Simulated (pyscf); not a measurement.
Structures and frequencies: ωB97X-D3(BJ)/def2-SVP in PySCF.

### Question
Estimate the classical barrier height and the reaction energy of H₂N–SiH(F)–O–SiH₃ + hydrogen (H₂) -> F–SiH₂–O–SiH₃ + ammonia (NH₃) at ωB97M-D3(BJ)/def2-TZVP. The step runs on the singlet surface, breaks N–Si, H–H and forms H–Si, H–N; take the separated reactants as zero.

### Answer
ΔE‡ = 2.18 eV, ΔE = +0.58 eV. Zero-point energy shifts the barrier by +0.15 eV. It is a four-centre exchange, with an imaginary mode of 1424i cm⁻¹. On the product side the descent ends in an adduct with a N–Si contact (not fully relaxed), 0.33 eV under the separated species and 1.93 eV under the saddle at ωB97X-D3(BJ)/def2-TZVP. What is counted as broken (N–Si) persists as a longer contact in the product adduct; parting that adduct is a step of its own. At the saddle there is also a short H–Si contact that neither side keeps. This is the saddle that the search found; another between the same sides may lie lower.
